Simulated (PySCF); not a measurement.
Species, as SMILES: O=C=C.
Geometry (B3LYP-D3(BJ)/def2-TZVP, fixed):
```xyz
5

C      0.0091     0.0017    -1.2056
C     -0.0008    -0.0001     0.1027
H      0.0282     0.9401    -1.7377
H     -0.0018    -0.9351    -1.7406
O     -0.0096    -0.0018     1.2620
```
Charge 0, spin multiplicity 1.

Basis-set convergence of the isotropic shielding of H3 at PBE with PySCF. GIAO, no density fitting; atoms are numbered in the order shown. All functions are spherical. No added dispersion term, no relativity. Reference: the value in pcseg-3, 29.26 ppm, itself unsure by roughly 0.02 ppm (its distance from pcSseg-2). Deviations are taken from unrounded values.

```csv
basis,functions,isotropic shielding of H3 (ppm)
6-31G*,46,30.40
6-31+G*,58,30.23
cc-pVDZ,52,29.67
aug-cc-pVDZ,87,29.50
def2-SVP,52,29.81
def2-SVPD,79,29.65
pcseg-1,52,29.41
aug-pcseg-1,87,29.44
6-311G**,66,29.87
6-311+G**,78,29.76
def2-TZVP,105,29.69
def2-TZVPD,132,29.67
cc-pVTZ,118,29.45
aug-cc-pVTZ,184,29.38
pcseg-2,118,29.34
aug-pcseg-2,184,29.33
def2-TZVPP,121,29.41
def2-TZVPPD,148,29.39
def2-QZVPP,231,29.31
def2-QZVPPD,258,29.31
```

What the diffuse functions change, pair by pair:
- 6-31G* to 6-31+G*: 12 more functions, deviation 1.14 to 0.97 ppm
- cc-pVDZ to aug-cc-pVDZ: 35 more functions, deviation 0.41 to 0.24 ppm
- def2-SVP to def2-SVPD: 27 more functions, deviation 0.56 to 0.40 ppm
- pcseg-1 to aug-pcseg-1: 35 more functions, deviation 0.15 to 0.18 ppm
- 6-311G** to 6-311+G**: 12 more functions, deviation 0.62 to 0.50 ppm
- def2-TZVP to def2-TZVPD: 27 more functions, deviation 0.43 to 0.41 ppm
- cc-pVTZ to aug-cc-pVTZ: 66 more functions, deviation 0.19 to 0.12 ppm
- pcseg-2 to aug-pcseg-2: 66 more functions, deviation 0.08 to 0.08 ppm
- def2-TZVPP to def2-TZVPPD: 27 more functions, deviation 0.15 to 0.14 ppm
- def2-QZVPP to def2-QZVPPD: 27 more functions, deviation 0.05 to 0.06 ppm

They bring the value nearer the reference by more than 0.02 ppm in 6 of 10 pairs.
